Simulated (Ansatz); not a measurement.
We consider fcc Ag, described by LDA in Ansatz (PAW).

Numerical settings: plane-wave cutoff 520 eV, 20×20×20 k mesh, Fermi–Dirac smearing 0.1 eV, perturbation theory, no spin polarisation, scalar-relativistic PAW data made under PBE.

Computed at the level's own relaxed cell.

Harmonic phonon frequencies (cm⁻¹; i marks an imaginary mode):

```
q point  frequencies
-------  -----------
X        123 123 186
L         (withheld)
W        120 155 155
```

Problem. Complete the blanks.

Solution. 
- L, frequencies: 82 82 189

No imaginary mode appears at these points.

Ansatz is a quantum-chemistry and plane-wave program.
